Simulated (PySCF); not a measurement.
## CCl₄: how level, basis and relativity move the structure

Each row is its own optimisation.

Each entry is the lowest minimum that a search over a few typed start shapes (and spin states, where more than one is plausible) found, or that minimum re-optimised at the stated level; isomers with ligand–ligand bonds, or fragments after loss of a ligand pair, can lie lower. Open shells are unrestricted; no spin–orbit coupling; PySCF with density fitting.

```tsv
level	2S+1	point group	mean bond to C (Å)	lowest ω (cm⁻¹)	highest ω (cm⁻¹)	gap (eV)	atomisation (kJ/mol)
PBE/def2-SVP (no relativity)	1	Td	1.789	208	730	5.25	1404
B3LYP/def2-TZVP (no relativity)	1	Td	1.781	215	741	6.88	1242
PBE/def2-TZVP (no relativity)	?	?	?	?	?	?	?
PBE0/def2-TZVP (no relativity)	1	Td	1.763	219	791	7.61	1334
```

(1) Fill in the row of PBE/def2-TZVP (no relativity).

Results:

(1) 2S+1: 1; point group: Td; mean bond to C (Å): 1.782; lowest ω (cm⁻¹): 208; highest ω (cm⁻¹): 717; gap (eV): 4.88; atomisation (kJ/mol): 1399.

Across these levels the mean bond spreads over 0.026 Å and the highest wavenumber over 74 cm⁻¹; all give the same point group.

Levels that gave another bonding pattern or an unsound solution are left out.
